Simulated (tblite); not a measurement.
C4H5O2 (doublet state).
Atom-mapped SMILES: `[O:1]=[CH:2][O:3][C:4]1[CH2:5][CH2:6]1` (hydrogens: H7 on C2; H8, H9 on C5; H10, H11 on C6)

The geometry is computed with GFN2-xTB (gas phase). This method treats the open shell by occupation alone, without spin polarisation.

**Question.** List the bond lengths, angles and torsions at this level.

**Answer.** 
```tsv
bond	length (pm)	order
O1=C2	119.9	double
C2–O3	134.1	single
O3–C4	134.5	single
C4–C5, C4–C6	146.3	single
C5–C6	153.0	single
C2–H7	110.0	single
C5–H8 and 3 like bonds	108.2	single
```

Bonds in one row agree within 1 pm and their mean is given. Orders are formal, as drawn. A selection of angles:
```tsv
angle	degrees
O1–C2–O3	126.6
O1–C2–H7	125.3
O3–C2–H7	108.1
C2–O3–C4	121.1
O3–C4–C5	130.9
O3–C4–C6	133.8
C5–C4–C6	63.1
C4–C5–C6	58.4
C4–C5–H8	118.7
C6–C5–H8	117.3
C6–C5–H9	119.7
H8–C5–H9	113.2
C4–C6–C5	58.6
```

Torsions: O1–C2–O3–C4 -6° (synperiplanar); C2–O3–C4–C5 130° (anticlinal); O3–C4–C5–C6 -126° (anticlinal); O3–C4–C6–C5 122° (anticlinal). The mirror-image conformer, all signs reversed, is as good.

C2 (carbon bonded to 2 O and H) is planar (angles 126.6°, 125.3° and 108.1°, sum 360.0°, 0.00 Å off the plane of its three neighbours). The 3-membered ring C4–C5–C6 has internal angles of 58.4° to 63.1°. C4 (carbon bonded to 2 C and O) is pyramidal (angles 133.8°, 130.9° and 63.1°, sum 327.7°, 0.42 Å off the plane of its three neighbours). Of the pairs four or more bonds apart, O1···C6 is among the closest relative to their van der Waals radii: 3.03 Å, 94 % of the sum of Bondi's values. The C–C distances run from 1.461 Å (C4–C6, drawn single) to 1.530 Å (C5–C6, drawn single), a spread of 0.069 Å. The 3 C–O bonds span 1.199 Å (O1=C2, drawn double) to 1.345 Å (O3–C4, drawn single), a spread of 0.146 Å.

Point group: C1 (no symmetry element, even within 0.4 Å). Its GFN2-xTB frequencies are all real (lowest 78 cm⁻¹). 2 starts were optimised and ended at 0.00 and 5.98 kcal/mol (GFN2-xTB); the lowest of these is shown.

Hardware: INTEL XEON PLATINUM 8581C at 2.10 GHz, one thread (shared host). Cost: 0.17 s of wall time. This is the geometry optimisation.
